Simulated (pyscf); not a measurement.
`[O]=[SiH]` [doublet] + `[H][H]` -> `[OH][SiH2]` [doublet], an addition across a multiple bond or ene-type step (doublet surface; H–H broken, H–O, H–Si formed). PySCF, gas phase, ωB97X-D3(BJ)/def2-SVP geometries. Energies in kcal/mol from the separated reactants.

Small-basis levels: PySCF, no dispersion term, spherical d functions. Open shells are spin-unrestricted. 

Problem. In single points SVWN5/6-31G* puts the saddle at 15.4 kcal/mol and the reaction energy at -40.4 kcal/mol. Should these be trusted to within a few kcal/mol? Compare with ωB97M-D3(BJ)/def2-TZVP.

Solution. ωB97M-D3(BJ)/def2-TZVP gives ΔE‡ = 23.0 kcal/mol and ΔE = -39.1 kcal/mol. SVWN5/6-31G* lies 7.6 kcal/mol under it in the barrier and 1.3 kcal/mol under it in the reaction energy, so on this step it does not hold to within 3.0 kcal/mol. ωB97M-D3(BJ)/def2-TZVP has limits of its own. At the saddle there is also a short H–Si contact that neither side keeps. One saddle was located; it need not be the lowest between these sides.
